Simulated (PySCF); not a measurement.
**Exercise with solution: dipole moment from atomic charges**

dimethyl sulfide (C2H6S), SMILES CSC. Atoms are numbered in the order given.

```xyz
9

C      1.3688     0.0000    -0.5070
S      0.0000     0.0000     0.6544
C     -1.3688     0.0000    -0.5070
H      1.3533    -0.8926    -1.1358
H      2.2887     0.0000     0.0784
H      1.3533     0.8926    -1.1358
H     -1.3533    -0.8926    -1.1358
H     -2.2887     0.0000     0.0784
H     -1.3533     0.8926    -1.1358
```

Geometry: PBE0-D3(BJ)/def2-TZVP.

Charges (e) from PBE/def2-TZVPD in PySCF:

```csv
atom,ESP fit,IAO
C1,-0.647,-0.531
S2,-0.054,0.108
C3,-0.647,-0.531
H4,0.221,0.152
H5,0.232,0.172
H6,0.221,0.152
H7,0.221,0.152
H8,0.232,0.172
H9,0.221,0.152
```

The dipole moment of the full density is 1.56 D.

Problem. What dipole moment does each set of point charges give, and which comes closer to that of the density?

Solution. 
μ = Σ q r, and 1 e Å = 4.8032 D.
ESP fit: Σ q r = (0.000, 0.000, -0.347) e Å, |μ| = 1.67 D.
IAO: Σ q r = (0.000, 0.000, -0.054) e Å, |μ| = 0.26 D.
ESP fit comes closer in size. Point charges leave out the atoms' own dipoles (lone pairs, polarised bonds); fits to the potential absorb them, partitions of the density don't.
